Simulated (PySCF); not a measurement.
## NMR data sheet: cyclohexane

| Property | Result |
| --- | --- |
| Formula | C6H12 |
| SMILES | C1CCCCC1 |
| InChI | InChI=1S/C6H12/c1-2-4-6-5-3-1/h1-6H2 |
| Point group of the computed structure | D3d |
| Degrees of unsaturation | 1 |
| Carbon signals | 1 |
| Proton signals | 1 |

Numbering as in the mapped SMILES `[CH2:1]1[CH2:2][CH2:3][CH2:4][CH2:5][CH2:6]1`. Hydrogens are named by the atom that carries them.

All values are calculated (PySCF): KT3/pcSseg-1 with gauge-including orbitals, J couplings at B3LYP/pcJ-1 (without the spin–dipole term), structure optimised with PBE0-D3(BJ)/def2-SVP. Relativity neglected, equivalent nuclei averaged, one conformer, isolated molecule.

References, each an isolated molecule treated in the same way: ¹H and ¹³C vs TMS.

| carbon | δC, type | δH (multiplicity, J in Hz) | HMBC from (abs. J ≥ 3 Hz) | span of the C tensor (ppm) |
| --- | --- | --- | --- | --- |
| C1/C2/C3/C4/C5/C6 | 30.9, CH2 | 1.44 (s) | H(C1)/H(C2)/H(C3)/H(C4)/H(C5)/H(C6) | 8 |

Selected couplings (Hz, signed; the shortest-range and largest first, 30 at most; isotopes ¹³C, ¹H): ¹J(C1,H(C1)) 131.0.

Carbon types of the structure: 6 × CH2, which accounts for all hydrogens. δC 30.9: sp3 CH2 in a ring; aliphatic region, no heteroatom directly attached. δH 1.44: hydrogen on an sp3 CH2 in a ring; far from electronegative atoms and π systems.

Shifts are as computed, not scaled to solution data. Of 1211 compounds with measured shifts, 218 miss one by over three times the rms of a fit or turn the order of signals round; such compounds aren't used in these exercises.
